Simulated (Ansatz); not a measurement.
System: sum formula HOCl, charge 0, multiplicity 1. SMILES: ClO
Geometry: optimised at B3LYP-D3(BJ)/def2-TZVP (Ansatz, a program for electronic structure).

Atomisation energy built up term by term with Ansatz (kcal/mol; UHF references for open shells; valence terms freeze the core; atomic spin-orbit terms are left out). Basis-set limits of correlation are two-point, X^-3; Hartree-Fock from the larger set.

| term | basis | kcal/mol |
|---|---|---|
| Hartree-Fock | aug-cc-pV(Q+d)Z | … |
| CCSD correlation | CBS(aug-cc-pV(T+d)Z,aug-cc-pV(Q+d)Z) | 80.58 |
| (T) | CBS(aug-cc-pV(T+d)Z,aug-cc-pV(Q+d)Z) | … |
| CCSDT - CCSD(T) | cc-pV(D+d)Z | 0.02 |
| core correlation | cc-pwCVTZ | 0.43 |
| scalar relativity (X2C) | cc-pVTZ-DK against cc-pVTZ | -0.31 |
| sum: De |  | … |

Task: Some entries are withheld; supply them.

Result: 
- Hartree-Fock, kcal/mol: 78.38
- (T), kcal/mol: 7.02
- sum: De, kcal/mol: 166.1
